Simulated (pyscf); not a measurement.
PySCF, gas phase, ωB97X-D3(BJ)/def2-SVP geometries.

Question: Estimate the classical barrier height and the reaction energy of H₃C–SiH₂• + hydrogen (H₂) -> methylsilane (H₃C–SiH₃) + H atom (H•) at ωB97M-D3(BJ)/def2-TZVP. The step runs on the doublet surface, breaks H–H and forms H–Si; take the separated reactants as zero.

Answer: ΔE‡ = 0.65 eV, ΔE = +0.45 eV. Zero-point energy shifts the barrier by -0.04 eV. It is a hydrogen abstraction, with an imaginary mode of 958i cm⁻¹. This is the saddle that the search found; another between the same sides may lie lower. The angle at the transferred H is 177°.
